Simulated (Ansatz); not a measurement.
# SiH₄ (singlet): the correlation ladder, cc-pV(D+d)Z

How much of the correlation energy of SiH₄ (singlet) does each wave-function method recover here?

The runs use Ansatz 0.2.0, Gaussian basis; cc-pV(D+d)Z, core rule «outside noble gas», up to 5 orbitals frozen.

Plan: UHF; CCSD(T) on RHF; BCCD(T) on RHF; CISD; CCSDT(Q) on RHF; CISDTQ; CCSDTQ on RHF; CASSCF and MRCISD+Q, 8 electrons in 8 orbitals; CASSCF and NEVPT2, 8 electrons in 8 orbitals.

9 further runs of the same task are left out: 9 set aside as unsound or not needed.

## (1) The geometry

The geometry is an MP2(full)/6-31G* stationary point (not a proven minimum).

5 atoms, charge 0, spin multiplicity 1.

Atoms are counted from 1 here; the program's logs count them from 0.

Bond lengths: Si1–H2 1.483 Å, Si1–H3 1.483 Å, Si1–H4 1.483 Å, Si1–H5 1.483 Å. Angles: H2–Si1–H3 109.5°, H2–Si1–H4 109.5°, H2–Si1–H5 109.5°, H3–Si1–H4 109.5°, H3–Si1–H5 109.5°, H4–Si1–H5 109.5°.

## (2) UHF

in.yaml reads:

```yaml
crystal:
  periodic: [false, false, false]
  atoms:
    - {symbol: Si, position_ang: [0.000000, 0.000000, 0.000000]}
    - {symbol: H, position_ang: [0.856135, 0.856135, 0.856135]}
    - {symbol: H, position_ang: [-0.856135, -0.856135, 0.856135]}
    - {symbol: H, position_ang: [-0.856135, 0.856135, -0.856135]}
    - {symbol: H, position_ang: [0.856135, -0.856135, -0.856135]}
basis:
  gaussian: {orbitals: "cc-pV(D+d)Z.json"}
magnetization: {spin_polarized: true, initial_magnetization: 0}
hamiltonian: {xc: hf}
output: {orbitals: {seedname: orbitals}}
```

Run with:

```
> ansatz run in.yaml --threads 1 --pin off --events-out ev --progress --plain --max-ram 8192MiB --backend cpu
```

Further steps of the session: CCSD(T) on RHF; BCCD(T) on RHF; CISD; CCSDT(Q) on RHF; CISDTQ; CCSDTQ on RHF; CASSCF and MRCISD+Q, 8 electrons in 8 orbitals; CASSCF and NEVPT2, 8 electrons in 8 orbitals.

Before running them: what should the planned runs give, taken together? Wanted: RCCSDTQ below the RHF energy; RMP2 from RCCSDTQ; RCCSD from RCCSDTQ; RCCSD(T) from RCCSDTQ; RCCSDT(Q) from RCCSDTQ; NEVPT2 valence from RCCSDTQ; MRCISD+Q valence from RCCSDTQ; T1 diagnostic; effectively unpaired electrons.

As calculated:

| quantity | value |
| --- | --- |
| RCCSDTQ below the RHF energy | -4.0946 eV |
| RMP2 from RCCSDTQ | +90.0 kJ/mol |
| RCCSD from RCCSDTQ | +8.2 kJ/mol |
| RCCSD(T) from RCCSDTQ | +1.8 kJ/mol |
| RCCSDT(Q) from RCCSDTQ | 0.0 kJ/mol |
| NEVPT2 valence from RCCSDTQ | +84.4 kJ/mol |
| MRCISD+Q valence from RCCSDTQ | +1.1 kJ/mol |
| levels within 1 kcal/mol (43 meV) | RCCSD(T), BCCD(T), RCCSDT, CISDTQ, RCCSDT(Q), MRCISD+Q valence |
| T1 diagnostic | 0.010 |
| effectively unpaired electrons | 0.01 |

**Reading.** RCCSD(T) lands +1.8 kJ/mol from the yardstick (0.4 % of the correlation energy). One determinant dominates. Of the multireference levels listed MRCISD+Q valence comes nearest in total energy (+1.1 kJ/mol), which doesn't show that its space is the better one. These misses are within one basis, not against nature.
